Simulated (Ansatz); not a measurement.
# B₂H (quartet): wave-function methods side by side at a displaced geometry (v1), cc-pVTZ

Aim: climb from Hartree-Fock through coupled cluster and multireference methods for B₂H (quartet) at one geometry and basis, and see what each rung misses.

The runs use Ansatz 0.2.0, Gaussian basis; cc-pVTZ, core rule «outside noble gas», up to 2 orbitals frozen.

The runs, in order: UHF; CCSD(T) on ROHF; CCSD(T) on UHF; BCCD(T) on ROHF; CCSDT(Q) on ROHF; CCSDT(Q) on UHF; CASSCF and MRCISD+Q, 7 electrons in 9 orbitals; CASSCF and NEVPT2, 7 electrons in 9 orbitals.

22 further runs of the same task are left out: 4 for a known fault of the program, 5 that didn't finish, 13 set aside as unsound or not needed.

### 1 The geometry

The geometry is a PBE0/def2-TZVP stationary point (not a proven minimum) with its atoms shifted at random (size 0.040 Å).

3 atoms, charge 0, spin multiplicity 4.

Atoms are counted from 1 here; the program's logs count them from 0.

Bond lengths: B1–B2 1.532 Å, B1–H3 1.126 Å. Angles: B2–B1–H3 177.1°.

### 2 UHF

in.yaml reads:

```yaml
crystal:
  periodic: [false, false, false]
  atoms:
    - {symbol: B, position_ang: [-0.015433, -0.009008, 0.135700]}
    - {symbol: B, position_ang: [-0.016266, -0.025151, -1.395880]}
    - {symbol: H, position_ang: [0.031698, 0.034159, 1.260180]}
basis:
  gaussian: {orbitals: cc-pVTZ}
magnetization: {spin_polarized: true, initial_magnetization: 3}
hamiltonian: {xc: hf}
output: {orbitals: {seedname: orbitals}}
```

Started as:

```bash
$ ansatz run in.yaml --threads 1 --pin off --events-out ev --progress --plain --max-ram 2393MiB
```

After this run come: CCSD(T) on ROHF; CCSD(T) on UHF; BCCD(T) on ROHF; CCSDT(Q) on ROHF; CCSDT(Q) on UHF; CASSCF and MRCISD+Q, 7 electrons in 9 orbitals; CASSCF and NEVPT2, 7 electrons in 9 orbitals.

Before running them: what should the planned runs give, taken together? Wanted: UCCSDT(Q) below the RHF energy; RMP2 from UCCSDT(Q); UMP2 from UCCSDT(Q); RCCSD from UCCSDT(Q); RCCSD(T) from UCCSDT(Q); UCCSD(T) from UCCSDT(Q); RCCSDT(Q) from UCCSDT(Q); NEVPT2 valence from UCCSDT(Q); MRCISD+Q valence from UCCSDT(Q).

As calculated:

| quantity | value |
| --- | --- |
| UCCSDT(Q) below the RHF energy | -4.3013 eV |
| RMP2 from UCCSDT(Q) | +842.8 meV |
| UMP2 from UCCSDT(Q) | +849.2 meV |
| RCCSD from UCCSDT(Q) | +206.8 meV |
| RCCSD(T) from UCCSDT(Q) | +38.4 meV |
| UCCSD(T) from UCCSDT(Q) | +38.1 meV |
| RCCSDT(Q) from UCCSDT(Q) | +0.8 meV |
| NEVPT2 valence from UCCSDT(Q) | +644.7 meV |
| MRCISD+Q valence from UCCSDT(Q) | +13.5 meV |
| levels within 1 kcal/mol (43 meV) | RCCSD(T), UCCSD(T), BCCD(T), RCCSDT, UCCSDT, RCCSDT(Q), MRCISD+Q valence |
| T1 diagnostic | 0.023 |
| effectively unpaired electrons | 3.01 |

**Reading.** RCCSD(T) lands +38.4 meV from the yardstick (0.9 % of the correlation energy). One determinant dominates. Of the multireference levels listed MRCISD+Q valence comes nearest in total energy (+13.5 meV), which doesn't show that its space is the better one. These misses are within one basis, not against nature; the frozen cores of restricted and unrestricted runs differ, which can shift their rows.
